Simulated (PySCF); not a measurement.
## C6H6: full NMR table

```
Formula                               : C6H6
SMILES                                : c1ccccc1
InChI                                 : InChI=1S/C6H6/c1-2-4-6-5-3-1/h1-6H
Point group of the computed structure : D6h
Degrees of unsaturation               : 4
Carbon signals                        : 1
Proton signals                        : 1
```

Bonds (- single, = double, # triple, : aromatic): C1:C2 1.388 Å, C2:C3 1.388 Å, C3:C4 1.388 Å, C4:C5 1.388 Å, C5:C6 1.388 Å, C6:C1 1.388 Å. C1 carries H7; C2 carries H8; C3 carries H9; C4 carries H10; C5 carries H11; C6 carries H12.

A single conformation, no relativistic terms, rapidly exchanging positions averaged, no solvent. Shieldings: GIAO B97-2/pcSseg-2; PBE0-D3(BJ)/def2-TZVP geometry; PySCF 2.14.0 with density-fitted response routines.

δ = σ(ref) − σ, references computed at the same level: ¹H and ¹³C against TMS.

| carbon | δC, type | δH (multiplicity) | HMBC from (2–3 bonds) | span of the C tensor (ppm) |
| --- | --- | --- | --- | --- |
| C1/C2/C3/C4/C5/C6 | 135.1, CH | 7.65 (s) | H7/H8/H9/H10/H11/H12 | 239 |

- Carbon types of the structure: 6 × CH, which accounts for all hydrogens.
- δC 135.1: aromatic CH; the aromatic region.
- δH 7.65: hydrogen on an aromatic CH; the ring current deshields protons in the ring plane.

Shifts are as computed, not scaled to solution data. Of 246 compounds with measured shifts, 49 miss one by over three times the rms of a fit or turn the order of signals round; such compounds aren't used in these exercises.
